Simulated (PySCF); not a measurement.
An unknown gives this computed stick spectrum. Level of theory: PySCF 2.14.0, density-fitted response routines, TDDFT PBE0/def2-SVPD, vertical, gas phase, core orbitals frozen in the response. Geometries: GFN2-xTB, one conformer each.

| state | ν̃ (cm⁻¹) | f | main configurations (H = HOMO, L = LUMO) |
| --- | --- | --- | --- |
| S1 | 41740 | 0.0011 | H→L (98%) |
| S2 | 56420 | 0.022 | H→L+1 (92%) |
| S3 | 59340 | 0.018 | H→L+2 (92%) |
| S4 | 61570 | 0.143 | H→L+3 (84%), H-1→L (10%) |
| S5 | 62580 | 0.422 | H-1→L (66%), H→L+3 (14%) |
| S6 | 64830 | 0.012 | H-1→L+1 (51%), H→L+4 (44%) |

Triplets computed (Tamm–Dancoff): 4.35, 4.98 eV.

Question: Which candidate is it? All have the formula C4H9N.
A. `C/C=N/CC`
B. `N1C[C@H]1CC`
C. `NC1CCC1`
D. `C/C=N\CC`

Answer: A. Its S1 lies at 5.17 eV; the nearest of the others has S1 at 4.85 eV. S1 is HOMO→LUMO (98%). Löwdin shares by element: HOMO nitrogen 59%, carbon 23% or more, hydrogen 6% or more; LUMO carbon 42% or more, nitrogen 33%, hydrogen 6% or more (atoms not listed hold the other 18%). At the same level the other candidates give, for their lowest levels:
- `C/C=N\CC`: 4.85 eV (f 0.000); 6.43 eV (f 0.037); 7.23 eV (f 0.013); 7.27 eV (f 0.060); 7.59 eV (f 0.162); T1 4.04 eV; HOMO -6.79, LUMO 0.03 eV
- `CC[C@@H]1CN1`: 6.59 eV (f 0.003); 6.87 eV (f 0.020); 7.28 eV (f 0.015); 7.41 eV (f 0.023); 8.13 eV (f 0.048); T1 6.38 eV; HOMO -6.90, LUMO 0.84 eV
- `NC1CCC1`: 6.16 eV (f 0.032); 6.77 eV (f 0.004); 6.88 eV (f 0.007); 7.34 eV (f 0.014); 7.94 eV (f 0.002); T1 5.90 eV; HOMO -6.66, LUMO 0.81 eV

Conformer computed: `[CH3:1]/[CH:2]=[N:3]/[CH2:4][CH3:5]`: C2–N3–C4–C5 120°.

Without π bonds the low states may be Rydberg-like; a valence basis with one diffuse set may place them up to an eV too high.
